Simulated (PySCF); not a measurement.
# Spin states of CN

Unrestricted PBE0; PySCF, no relativity, basis sets C def2-TZVP, N def2-TZVP. Outer shells of the fragments: C 2s2 2p2; N 2s2 2p3.

Followed along the bond (rough minima from three points):

| 2Ms+1 | unpaired | ⟨S²⟩ at the start | R at minimum (Å) | Te (eV) |
| --- | --- | --- | --- | --- |
| 2 | σ ↑ | 0.77 | 1.16 | 0.00 |
| 2 | π ↑ | 0.75 | 1.23 | 0.97 |
| 4 | σ ↑, π ↑↑ | 3.76 | 1.34 | 5.06 |
| 6 | σ ↑, π ↑↑↑↑ | 8.76 | none in the scan | ≤ 7.56 |

Solutions found at the starting distance of 1.365 Å, counted from the lowest of them; the search is not exhaustive and high or unbound solutions are not listed, so other states can lie among these:

| 2Ms+1 | unpaired | term | E (eV) | ⟨S²⟩ | ⟨Lz²⟩ | μ (D) |
| --- | --- | --- | --- | --- | --- | --- |
| 2 | σ ↑ | ²Σ⁺ | 0.00 | 0.77 | 0.00 | -1.18 |
| 2 | π ↑ | ²Π | 0.03 | 0.75 | 1.01 | -0.17 |
| 4 | σ ↑, π ↑↑ | mixed | 3.53 | 3.76 | 2.01 | -0.95 |
| 4 | π ↑↑↑ | ⁴Π | 4.22 | 3.76 | 1.00 | 1.00 |
| 4 | σ ↑, π ↑↑ | mixed | 4.42 | 3.76 | 2.00 | -0.99 |
| 2 | σ ↑, π ↑↓ | mixed | 4.91 | 1.76 | 2.01 | -1.01 |
| 6 | σ ↑, π ↑↑↑↑ | ⁶Σ⁺ | 6.72 | 8.76 | 0.00 | -0.39 |
| 4 | σ ↑↑, π ↑ | ⁴Π | 7.29 | 3.78 | 1.00 | -0.58 |
| 6 | σ ↑↑, π ↑↑↑ | ⁶Π | 9.73 | 8.76 | 1.00 | 0.53 |

A term symbol is given only where ⟨S²⟩ and ⟨Lz²⟩ are close to those of a pure state; real π, δ and φ orbitals otherwise mix terms. A positive dipole means C(−)N(+).

**Question.** Compare the gap between the two lowest followed solutions at the starting distance with the gap between their minima.

**Answer.** At PBE0 the second solution (doublet, unpaired electrons π ↑) lies +0.03 eV from the first (doublet, unpaired electrons σ ↑) at 1.365 Å and +0.97 eV at the minima; the two curves relax by different amounts, since their minima lie near 1.23 and 1.16 Å.

Counting both spins, an empty level lies below a filled one in some of these solutions, because spin and occupation are held.
